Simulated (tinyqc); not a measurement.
Hueckel theory of the pi electrons with the omega technique, for the molecule C=CN (SMILES; centres numbered as the heavy atoms are written), step by step. Computed by tinyqc, a small Python program that keeps every step. Settings: charge = 0, omega = 0.6, damping = 0.3. Command: `OMP_NUM_THREADS=1 python tinyqc.py 27915 27916 out.jsonl` (the two numbers bound the seeds that draw the settings). One thread of a shared host (Intel(R) Xeon(R) Processor @ 2.60GHz), about 0.01 s of CPU time with the checks.

## The Hueckel matrix

Centres:

| centre | z_r, pi electrons of the neutral centre | h |
|---|---|---|
| 1C | 1 | 0.000000 |
| 2C | 1 | 0.000000 |
| 3N | 2 | 1.640000 |

Bonds:

| i | j | k |
|---|---|---|
| 1 | 2 | 1 |
| 2 | 3 | 0.810000 |

H_rr = alpha + h_r beta, H_rs = k_rs beta for bonded centres.

Hueckel matrix in units of beta (H = alpha + beta A):
```
          1C        2C        3N
1C  0.000000  1.000000  0.000000
2C  1.000000  0.000000  0.810000
3N  0.000000  0.810000  1.640000
```

## Orbitals, round 1

pi electrons, sum of z_r less the charge = 4

Diagonalise; E = alpha + x beta with beta < 0, so the largest x are filled first; degenerate levels share their electrons. P = sum n_i c_ri c_si; each orbital has its largest coefficient positive (the first on a tie).

x values: 2.057505  0.708123  -1.125627

occupations: 2.000000  2.000000  0.000000

coefficients:
```
         MO1        MO2        MO3
1C  0.217353   0.729269  -0.648787
2C  0.447205   0.516412   0.730292
3N  0.867621  -0.448872  -0.213889
```

charge and bond-order matrix P:
```
           1C        2C         3N
1C   1.158151  0.947608  -0.277537
2C   0.947608  0.933346   0.312403
3N  -0.277537  0.312403   1.908503
```

## Omega technique, round 1

h_r = h_r(0) + omega q_r, omega = 0.6, with q_r = z_r - P_rr; 0.3 of the old diagonal is kept.

matrix after round 1:
```
           1C        2C        3N
1C  -0.066423  1.000000  0.000000
2C   1.000000  0.027995  0.810000
3N   0.000000  0.810000  1.678429
```

## Orbitals, round 2

As before.

x values: 2.089188  0.688897  -1.138084

occupations: 2.000000  2.000000  0.000000

coefficients:
```
         MO1        MO2        MO3
1C  0.205344   0.715605  -0.667640
2C  0.442641   0.540511   0.715484
3N  0.872870  -0.442445  -0.205766
```

charge and bond-order matrix P:
```
           1C        2C         3N
1C   1.108513  0.955371  -0.274755
2C   0.955371  0.976166   0.294444
3N  -0.274755  0.294444   1.915321
```

## Omega technique, round 2

As before.

matrix after round 2:
```
           1C        2C        3N
1C  -0.065503  1.000000  0.000000
2C   1.000000  0.018409  0.810000
3N   0.000000  0.810000  1.687094
```

## Convergence

Each round sets h_r = h_r(0) + omega (z_r - P_rr), keeping the share named as damping of the old diagonal; repeat until output and input diagonals agree to 1e-6.

Rounds:

| round | sum n x | largest \|h(out) - h(in)\| |
|---|---|---|
| 1 | 5.531255 | 9.49e-02 |
| 2 | 5.556168 | 1.37e-02 |
| 3 | 5.564454 | 3.49e-03 |
| 4 | 5.566541 | 9.06e-04 |
| 5 | 5.567108 | 2.43e-04 |
| 6 | 5.567257 | 6.43e-05 |
| 7 | 5.567297 | 1.71e-05 |
| 8 | 5.567307 | 4.54e-06 |
| 9 | 5.567310 | 1.21e-06 |
| 10 | 5.567311 | 3.21e-07 |

Converged in 10 rounds.

## Energy, charges, bond orders

final x values: 2.096157  0.687498  -1.143655

occupations: 2.000000  2.000000  0.000000

final P:
```
           1C        2C         3N
1C   1.112295  0.955418  -0.273068
2C   0.955418  0.971704   0.293897
3N  -0.273068  0.293897   1.916001
```

E = sum n x; q_r = z_r - P_rr; bond order p = P_rs; free valence = sqrt(3) - sum of p over the bonds of the atom.

pi energy = 4 alpha + this times beta = 5.567311

pi charges: 1C -0.112295, 2C 0.028296, 3N 0.083999

Bond orders and lengths from R = 1.517 - 0.180 p (angstrom, C-C alone):

| bond | p | R |
|---|---|---|
| 1-2 | 0.955418 | 1.345025 |
| 2-3 | 0.293897 | - |

free valence of the carbons: 1C 0.776633, 2C 0.482736

gap between the highest filled and the next level = 1.831154 |beta|
